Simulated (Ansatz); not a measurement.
```yaml
crystal:
  periodic: [false, false, false]
  atoms:
    - {symbol: Cl, position_ang: [0.420050, 0.262629, 2.564066]}
    - {symbol: C, position_ang: [0.069751, 0.197943, 0.884276]}
    - {symbol: C, position_ang: [0.602120, -0.797067, 0.028340]}
    - {symbol: C, position_ang: [0.175849, -0.631075, -1.253822]}
    - {symbol: S, position_ang: [-0.856969, 0.716153, -1.408703]}
    - {symbol: C, position_ang: [-0.740208, 1.090359, 0.248971]}
    - {symbol: H, position_ang: [1.262989, -1.584562, 0.361414]}
    - {symbol: H, position_ang: [0.416470, -1.233147, -2.116392]}
    - {symbol: H, position_ang: [-1.261551, 1.932467, 0.674751]}
basis:
  gaussian: {orbitals: aug-cc-pVDZ}
magnetization: {spin_polarized: true, initial_magnetization: 2}
hamiltonian: {xc: {name: rPW86-PBE}}
```

```sh
$ ansatz run in.yaml --threads 4 --pin off --events-out ev --progress --plain --max-ram 10444MiB
```

It prints (some lines left out):

```
Functional definition: rPW86-PBE
1759 factors; their error is unknown
mean field evaluation 1: about -27547.1725 eV, gradient 7.8e1 eV
mean field evaluation 2: about -27175.6593 eV, gradient 2.3e2 eV
mean field evaluation 4: about -27568.6043 eV, gradient 4.4e1 eV
mean field evaluation 8: about -27580.7684 eV, gradient 9.5e-1 eV
mean field evaluation 16: about -27580.7304 eV, gradient 3.2e-2 eV
mean field -27580.73035774 eV, -1013.5731457564 hartree, gradient 3.5e-5 eV, S^2 2.011048; 6 other end points of the search recorded, 0 dependent functions left out
reference -27580.73053269 eV, -1013.5731521857 hartree; 31, 29 occupied and 142, 144 virtual orbitals, 1759 factors
Total energy: -27580.73053269 eV, -1013.5731521857 hartree
```

Run time 9.5 s (4 threads of an INTEL XEON PLATINUM 8581C on a shared host); peak host memory 0.56 GiB.
